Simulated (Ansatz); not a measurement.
Candidates: rock-salt TaC, rock-salt NbC, rock-salt ZrC, rock-salt TiC, rock-salt HfC. Level: PBEsol (PAW; Ansatz, a program for electronic structure).

Ansatz's runs of these crystals have no spin polarisation.

Spin–orbit coupling is left out, also for the solids with elements from indium on (rock-salt TaC, rock-salt HfC); its size isn't shown.

Ansatz's density-functional and Hartree–Fock values are scalar-relativistic unless marked +SOC, with PAW data made under PBE.

**Question.** Which of them have a computed lattice parameter a between 4.4 and 4.5 Å?

**Answer.** rock-salt TaC, rock-salt NbC. The values: rock-salt TaC 4.440 Å; rock-salt NbC 4.450 Å; rock-salt ZrC 4.669 Å; rock-salt TiC 4.293 Å; rock-salt HfC 4.607 Å.
